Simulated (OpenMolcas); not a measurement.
## AlH3O (SMILES [H][Al]([H])[OH]): methods side by side

The species is AlH3O (5 atoms), meant as a singlet with charge 0. SMILES: `[H][Al]([H])[OH]`. Geometry: a GFN2-xTB relaxation, a rough one for these elements and not checked as a minimum.

```xyz
5

Al    0.2718    0.4511   -0.1093
H     1.7990    0.4172   -0.2214
H    -0.4810    1.7690   -0.3118
O    -0.5554   -0.9200    0.2267
H    -1.0343   -1.7173    0.4158
```

Quantity: the energy change with the Al1–H3 bond stretched from 1.531 to 2.680 Å, in eV. The values are calculated.

```csv
level,kind,program,value (eV),less FCI/STO-3G,CPU time (all runs)
HF/STO-3G (restricted),Hartree–Fock,OpenMolcas,6.12,+1.92,2.9 s
SVWN5/STO-3G (restricted),LDA,OpenMolcas,4.35,+0.15,8.1 s
PBE/STO-3G (restricted),GGA,OpenMolcas,4.19,-0.01,9.3 s
r2SCAN/STO-3G (restricted),meta-GGA,OpenMolcas,4.51,+0.31,11 s
M06-2X/STO-3G (restricted),hybrid meta-GGA,OpenMolcas,5.08,+0.88,9.2 s
MP2/STO-3G (restricted),perturbation theory,OpenMolcas,5.11,+0.91,3.1 s
"CASPT2(2,2)/STO-3G",multireference,OpenMolcas,4.25,+0.05,3.1 s
"CASSCF(2,2)/STO-3G",multireference,OpenMolcas,4.33,+0.13,3.3 s
CISD/STO-3G (restricted),coupled cluster or CI,OpenMolcas,4.57,+0.37,3.3 s
FCI/STO-3G,exact in the basis,OpenMolcas,4.20,0.00,29 s
```

FCI/STO-3G is exact within its basis and frozen core, so for wave-function methods in that basis the difference is their error; functionals converge differently with the basis, so for them it is only a difference. Spin-restricted single references rise too steeply as a bond breaks, Hartree–Fock most of all. The first shape isn't each level's own minimum. The values span 4.19 to 6.12 eV. All rows use very small basis sets, so even the best lies far from the true value. Times are those of the runs behind each value, whatever else they computed, on shared processors of several kinds: orders of magnitude only.
